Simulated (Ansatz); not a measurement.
Input for Ansatz (development build ahead of 0.2.0):

```yaml
crystal:
  periodic: [false, false, false]
  atoms:
    - { symbol: B, position_ang: [0.0, 0.0, 0.69825] }
    - { symbol: "N", position_ang: [0.0, 0.0, -0.69825] }
basis:
  gaussian: { orbitals: cc-pVDZ }
magnetization:
  initial_magnetization: 2
hamiltonian:
  xc: hf
correlation:
  method: ccsd_t
  frozen_orbitals: { B: 1, "N": 1 }
```

The input is written out in the form of the current development build from the run's settings. Correlation on restricted open-shell orbitals is semicanonical, with singles.

Output:

```yaml
Converged: yes
Reference_energy: -78.98202 hartree
CCSD_correlation_energy: -0.21113 hartree
Triples_correction: -0.01046 hartree
Total_energy: -79.20362 hartree
Spin_squared_of_the_determinant: 2.000
```
